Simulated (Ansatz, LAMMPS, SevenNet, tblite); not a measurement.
Ladder of methods for the lattice parameter c of wurtzite CdSe

Reference value: 7.015 Å (measured, temperature not stated, not corrected to a static lattice; as tabulated in PVEducation, CdSe (wurtzite), citing its ref. 1).

**Question.** What do ionic model grunwald2012, GFN2-xTB, SevenNet-l3i5, LDA, PBE, PBE-D3(BJ), rVV10, r²SCAN, HSE06 give, and how far is each from the reference?

**Answer.** 
| level (code) | value (Å) | difference (%) |
|---|---|---|
| ionic model grunwald2012 (rigid ions, LAMMPS) | 6.958 | -0.81 |
| GFN2-xTB (tblite) | 7.281 | +3.79 |
| SevenNet-l3i5 (SevenNet) | 7.179 | +2.34 |
| LDA (Ansatz) | 6.942 | -1.04 |
| PBE (Ansatz) | 7.154 | +1.98 |
| PBE-D3(BJ) (Ansatz) | 7.064 | +0.70 |
| rVV10 (Ansatz) | 7.183 | +2.39 |
| r²SCAN (Ansatz) | 7.078 | +0.90 |
| HSE06 (Ansatz) | 7.090 | +1.07 |

Leaving aside ionic model grunwald2012, which can be fitted to such values or carry a doubt: The reference's temperature isn't stated, so close values are not ranked against it. Off by more than 1.75 % (a bound picked here): GFN2-xTB (+3.79 %), SevenNet-l3i5 (+2.34 %), PBE (+1.98 %), rVV10 (+2.39 %).

The measured value isn't corrected to a static lattice, so vibrations enter the comparison. A static lattice is as a rule a little smaller than the measured one.  GFN2-xTB: the method was fitted mainly to molecules. GFN2-xTB: the run uses a supercell at the zone centre in place of a k mesh. Cutoffs and k meshes differ between the levels. Ansatz's density-functional and Hartree–Fock values are scalar-relativistic unless marked +SOC, with PAW data made under PBE.

Empirical potentials (ionic model grunwald2012) are fitted to chosen data, which need not cover the solid at hand: agreement can be built in, and what lay outside the fit can be far off. Machine-learned potentials (SevenNet-l3i5) are trained on DFT data, which may include these solids.

Differences are worked out from the printed values.

Ansatz is a program for electronic structure.
